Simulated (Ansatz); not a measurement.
# SiBH7: functionals against CCSD(T) at one geometry

Aim: energy, forces and dipole at a displaced guess of a reacting structure, from CCSD(T) and from density functionals.

Computed with Ansatz 0.2.0, Gaussian basis. Level: single points in def2-TZVPP.

Cores are frozen in the correlated methods.

### Step 1. The system as given

9 atoms, charge 0, spin multiplicity 1.

Atoms are counted from 1 here; the program's logs count them from 0.

Bond lengths: B1–H3 1.030 Å, B1–H4 1.064 Å, B1–H5 1.255 Å, Si2–H8 1.514 Å, Si2–H9 1.314 Å. Angles: H3–B1–H4 128.6°, H3–B1–H5 108.7°, H4–B1–H5 110.7°, H8–Si2–H9 119.3°.

As a file:

```mol
BH7Si
  3D, bonds by distance, orders not assigned

  9  5  0  0  0  0  0  0  0  0999 V2000
   -1.1294    0.0715   -0.6181 B   0  0
    0.7870   -0.5777    0.6524 Si  0  0
   -1.8750    0.1116    0.0911 H   0  0
   -1.2174    0.1210   -1.6775 H   0  0
   -0.1600    0.7629   -0.2214 H   0  0
   -0.6166    2.0285   -0.4457 H   0  0
    2.2503   -0.0908   -0.2676 H   0  0
    0.9091   -0.0275    2.0571 H   0  0
    0.9661   -1.8628    0.4472 H   0  0
  1  3  8  0
  1  4  8  0
  1  5  8  0
  2  8  8  0
  2  9  8  0
M  END
```

### Step 2. CCSD(T)/def2-TZVPP

Contents of run/in.yaml:

```yaml
crystal:
  periodic: [false, false, false]
  atoms:
    - {symbol: B, position_ang: [-1.129400, 0.071500, -0.618100]}
    - {symbol: Si, position_ang: [0.787000, -0.577700, 0.652400]}
    - {symbol: H, position_ang: [-1.875000, 0.111600, 0.091100]}
    - {symbol: H, position_ang: [-1.217400, 0.121000, -1.677500]}
    - {symbol: H, position_ang: [-0.160000, 0.762900, -0.221400]}
    - {symbol: H, position_ang: [-0.616600, 2.028500, -0.445700]}
    - {symbol: H, position_ang: [2.250300, -0.090800, -0.267600]}
    - {symbol: H, position_ang: [0.909100, -0.027500, 2.057100]}
    - {symbol: H, position_ang: [0.966100, -1.862800, 0.447200]}
basis:
  gaussian: {orbitals: def2-TZVPP}
correlation: {method: ccsd_t}
output: {forces: true}
```

No record of the launch command was kept for these runs.

### Step 3. PBE0-D4/def2-TZVPP

run/in.yaml: that of step 2 with these lines changed.

```diff
@@ -14,3 +14,3 @@
   gaussian: {orbitals: def2-TZVPP}
-correlation: {method: ccsd_t}
-output: {forces: true}
+hamiltonian: {xc: pbe0, dispersion: d4}
+output: {forces: true, orbitals: {seedname: orbitals}}
```

### Step 4. wB97M-V/def2-TZVPP

run/in.yaml: that of step 3 with these lines changed.

```diff
@@ -14,3 +14,3 @@
   gaussian: {orbitals: def2-TZVPP}
-hamiltonian: {xc: pbe0, dispersion: d4}
-output: {forces: true, orbitals: {seedname: orbitals}}
+hamiltonian: {xc: {name: wB97M-V}}
+output: {forces: true}
```

### Step 5. r2SCAN-D4/def2-TZVPP

run/in.yaml: that of step 4 with these lines changed.

```diff
@@ -14,3 +14,3 @@
   gaussian: {orbitals: def2-TZVPP}
-hamiltonian: {xc: {name: wB97M-V}}
+hamiltonian: {xc: r2scan, dispersion: d4}
 output: {forces: true}
```

### Step 6. PBE-D4/def2-TZVPP

run/in.yaml: that of step 5 with these lines changed.

```diff
@@ -14,3 +14,3 @@
   gaussian: {orbitals: def2-TZVPP}
-hamiltonian: {xc: r2scan, dispersion: d4}
+hamiltonian: {xc: pbe, dispersion: d4}
 output: {forces: true}
```

### Step 7. BHLYP-D4/def2-TZVPP

run/in.yaml: that of step 6 with these lines changed.

```diff
@@ -14,3 +14,3 @@
   gaussian: {orbitals: def2-TZVPP}
-hamiltonian: {xc: pbe, dispersion: d4}
+hamiltonian: {xc: {name: BHLYP}, dispersion: d4}
 output: {forces: true}
```

### Step 8. SPW92/def2-TZVPP

run/in.yaml: that of step 7 with these lines changed.

```diff
@@ -14,3 +14,3 @@
   gaussian: {orbitals: def2-TZVPP}
-hamiltonian: {xc: {name: BHLYP}, dispersion: d4}
+hamiltonian: {xc: lda}
 output: {forces: true}
```

(Steps that only read results are left out.)

Q: Predict the outcome of this session. Wanted: energy less free atoms, CCSD(T)/def2-TZVPP; RMS force component; RMS force error; HOMO and LUMO, PBE0-D4; T1 diagnostic.

**Answer**, as computed:

```
                                  quantity                                                                                          value
energy less free atoms, CCSD(T)/def2-TZVPP                                                                                 -2112.3 kJ/mol
                       RMS force component                                                           2.299 to 2.397 eV/Å over the methods
                           RMS force error  PBE0-D4 0.132, wB97M-V 0.160, r2SCAN-D4 0.092, PBE-D4 0.152, BHLYP-D4 0.214, SPW92 0.155 eV/Å
                    HOMO and LUMO, PBE0-D4                                                                             -7.52 and -2.00 eV
                             T1 diagnostic                                                                                          0.019
```

Against CCSD(T) the functionals' energies less atoms differ by -337.2 to -23.8 kJ/mol, PBE-D4 by -58.8 kJ/mol. CCSD(T) in triple zeta still lacks some correlation energy of the bonds, so part of these gaps is its own basis error and they don't rank the functionals. The forces of r2SCAN-D4 come nearest to CCSD(T), those of BHLYP-D4 are farthest. Frozen-core CCSD(T) forces in triple zeta carry basis errors of their own, and this is one geometry, so small gaps rank nothing. The restricted Hartree–Fock reference is unstable towards an unrestricted one at one or more of these structures.
